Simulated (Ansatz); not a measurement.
**PH3 (phosphine) at B3LYP/6-31G(d) (spherical functions)**

Aim: the energy change on altering one bond length of PH3 (phosphine) at B3LYP/6-31G* (spherical functions), from 2 runs. 

Program for the calculation: Ansatz 0.2.0.

34 further runs of the same task are left out: 34 set aside as unsound or not needed.

### 1 The molecule

PH3: 4 atoms, total charge 0, spin state singlet. As SMILES, `P`. The shape is that of a PBE0-D4/def2-TZVP optimisation.

Bond lengths: P1–H2 1.420 Å, P1–H3 1.420 Å, P1–H4 1.420 Å. Angles: H2–P1–H3 93.1°, H2–P1–H4 93.1°, H3–P1–H4 93.1°.

### 2 The energy at B3LYP/6-31G(d) (spherical functions)

The input, in.yaml:

```yaml
crystal:
  periodic: [false, false, false]
  atoms:
    - {symbol: P, position_ang: [0.346000, -0.326500, -0.332800]}
    - {symbol: H, position_ang: [0.630900, -0.034000, 1.027000]}
    - {symbol: H, position_ang: [-1.005500, -0.663000, -0.057200]}
    - {symbol: H, position_ang: [0.028700, 1.023500, -0.636900]}
basis:
  gaussian:
    orbitals: 6-31G_st_-spherical.json
magnetization:
  spin_polarized: false
  initial_magnetization: 0
hamiltonian:
  xc: {name: B3LYP}
accuracy: high
output: {orbitals: {seedname: orbitals}}
```

The basis set 6-31G* is read from a file made from the Basis Set Exchange's data (not shown).

Launch:

```sh
$ ansatz run in.yaml --threads 1 --pin off --max-ram 3480MiB --events-out events.jsonl --progress --plain --runs-dir runs
```

Standard output:

```text
Warning: RAYON_NUM_THREADS=1 ignored (pool sized by the plan → 1); use --threads N
Functional definition: B3LYP
  name "B3LYP"
  parameter a0 = 0.2
  parameter ax = 0.72
  parameter ac = 0.81
  exchange = (1 - a0 - ax)*slater_x + ax*b88_x + a0*exact_x
  correlation = (1 - ac)*vwn_rpa_c + ac*lyp_c
451 factors; integrals over basis functions are off by at most 3.5e-9 eV
mean field evaluation 1: about -9336.9517 eV, gradient 8.8e0 eV
mean field evaluation 2: about -9337.0972 eV, gradient 6.9e0 eV
mean field evaluation 4: about -9337.2594 eV, gradient 1.3e-1 eV
mean field evaluation 8: about -9337.2545 eV, gradient 4.7e-4 eV
mean field -9337.25450444 eV, -343.1377740197 hartree, gradient 6.5e-8 eV, S^2 0.000000; 0 other end points of the search recorded, 0 dependent functions left out
reference -9337.25453207 eV, -343.1377750351 hartree; 9, 9 occupied and 15, 15 virtual orbitals, 451 factors
Total energy: -9337.25453207 eV, -343.1377750351 hartree
```

It took 1.6 s on 1 thread of Intel Xeon Platinum 8488C (Sapphire Rapids), shared host.

### 3 The distorted shape at the same level

The input, molecule.yaml:

```yaml
crystal:
  periodic: [false, false, false]
  atoms:
    - symbol: P
      position_ang: [0.504648, -1.001493, -0.180752]
    - symbol: H
      position_ang: [0.789548, -0.708993, 1.179048]
    - symbol: H
      position_ang: [-0.846852, -1.337993, 0.094848]
    - symbol: H
      position_ang: [0.028700, 1.023500, -0.636900]
basis:
  gaussian: {orbitals: 6-31G_st_-spherical.json}
output: {orbitals: {seedname: orbitals}}
accuracy: high
hamiltonian: {xc: {name: B3LYP}}
```

The basis set 6-31G* is read from a file made from the Basis Set Exchange's data (not shown).

Launch:

```sh
$ ansatz run molecule.yaml --threads 1 --pin off --max-ram 3480MiB --events-out events.jsonl --progress --plain --runs-dir runs
```

Standard output, shortened:

```text
Warning: RAYON_NUM_THREADS=1 ignored (pool sized by the plan → 1); use --threads N
[... 7 set-up lines as earlier in the session ...]
452 factors; integrals over basis functions are off by at most 3.3e-9 eV
mean field evaluation 1: about -9335.0664 eV, gradient 7.5e0 eV
mean field evaluation 2: about -9334.8244 eV, gradient 1.0e1 eV
mean field evaluation 4: about -9335.3139 eV, gradient 2.7e-1 eV
mean field evaluation 8: about -9335.3077 eV, gradient 1.1e-3 eV
mean field evaluation 16: about -9335.3077 eV, gradient 3.4e-8 eV
mean field -9335.30774265 eV, -343.0662318435 hartree, gradient 3.4e-8 eV, S^2 0.000000; 0 other end points of the search recorded, 0 dependent functions left out
reference -9335.30777146 eV, -343.0662329024 hartree; 9, 9 occupied and 15, 15 virtual orbitals, 452 factors
Total energy: -9335.30777146 eV, -343.0662329024 hartree
```

Run time: 0.58 s. Hardware: 1 thread of Intel Xeon Platinum 8488C (Sapphire Rapids), shared host.

### 4 Outcome

Level: B3LYP/6-31G* (spherical functions).

```
                                                         quantity          value
                                        first shape: total energy  -343.13778 Eh
                                         first shape: HOMO energy       -7.51 eV
                                         first shape: LUMO energy        0.89 eV
                                       first shape: HOMO–LUMO gap        8.40 eV
                                    distorted shape: total energy  -343.06623 Eh
                                     distorted shape: HOMO energy       -7.60 eV
                                     distorted shape: LUMO energy       -2.22 eV
                                   distorted shape: HOMO–LUMO gap        5.38 eV
energy change with the P1–H4 bond stretched from 1.420 to 2.130 Å       1.947 eV
```

With the P1–H4 bond stretched from 1.420 to 2.130 Å the energy rises by 1.95 eV (45 kcal/mol). The first shape isn't relaxed at this level, so the change isn't measured from a minimum.
